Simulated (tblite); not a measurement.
Compound: C₅H₅ (doublet state).
Cartesian coordinates in Å at the GFN2-xTB level; atoms count from 1:
```
atom  x, y, z in Å
C1     2.2212   -0.5532    0.5386
C2     1.0888   -0.2703    0.2637
C3    -0.2585    0.0648   -0.0650
C4    -1.1146   -0.9540   -0.4331
C5    -0.6370    1.3910    0.0016
H6     3.2129   -0.7965    0.7799
H7    -2.1375   -0.7426   -0.6886
H8    -0.7836   -1.9755   -0.4736
H9    -1.6429    1.6860   -0.2382
H10    0.0602    2.1550    0.2922
```

All values are computed: GFN2-xTB (tblite) harmonic vibrations without scaling, gas phase. The method is semi-empirical: single wavenumbers can be off by several per cent or more. One conformer, not necessarily the lowest. Open shells enter through the occupations alone, without spin polarisation, and single modes of such species can be off by tens of per cent.

Harmonic wavenumbers (cm⁻¹): 163.6, 228.1, 379.1, 483.1, 497.3, 508.9, 544.5, 673.8, 687.9, 747.8, 760.0, 834.0, 945.5, 1022.5, 1347.5, 1349.2, 1445.8, 1465.8, 2269.0, 3116.7, 3120.1, 3156.5, 3162.6, 3392.9.

A = 10541, B = 4198, C = 3002 MHz; mass 65.039 u (most abundant isotopes); point group C2v, symmetry number 2; spin multiplicity 2.

Problem. What is the zero-point energy?

Solution. ½Σν̃ = 16151 cm⁻¹ = 46.18 kcal/mol.

Problem. What is S at 500 K and 1 bar for an ideal gas of classical rigid rotors and harmonic oscillators?

Solution. Translation 41.03, rotation 25.46, vibration 19.73, spin (R ln 2) 1.38: S = 87.6 cal/(mol K).

Problem. And Cp and H(500 K) − H(0)?

Solution. Cp = 31.89 cal/(mol K), of which vibrations give 23.94 (their classical limit is 24 R = 47.7); H(500 K) − H(0) = 9.85 kcal/mol without the zero-point energy, 5.87 from vibrations.

Problem. Which modes carry the vibrational entropy at 500 K?

Solution. 163.6 cm⁻¹: 3.50; 228.1 cm⁻¹: 2.86; 379.1 cm⁻¹: 1.91; 483.1 cm⁻¹: 1.49; 497.3 cm⁻¹: 1.44; 508.9 cm⁻¹: 1.40 cal/(mol K); the other 18 give 7.14 together.

Problem. How do the functions run with temperature in this model?

Solution. 
```tsv
T (K)	S (cal/(mol K))	Cp (cal/(mol K))	H − H(0) (kcal/mol)	G − H(0) (kcal/mol)	ln q(vib)
150	61.1	13.6	1.48	-7.68	0.42
250	69.6	20.2	3.18	-14.21	1.23
298.15	73.4	23.1	4.22	-17.66	1.72
400	80.9	28.1	6.84	-25.52	2.84
600	93.7	34.9	13.19	-43.02	5.20
900	109.1	41.1	24.66	-73.53	8.61
```

q(vib) and H(0) count from the zero-point level.

Problem. What must be added to the electronic energy to get the Gibbs energy at 500 K and 1 bar?

Solution. ZPE + [H(500 K) − H(0)] − T·S = 46.18 + 9.85 − 43.80 = 12.23 kcal/mol.

Hindered rotation and anharmonicity are outside this model. Other conformers, if any are populated, would add a mixing term that is left out.

On an Arm Neoverse V2 with one thread (shared host), this took 0.12 s wall. This covers the Hessian and the dipole derivatives.
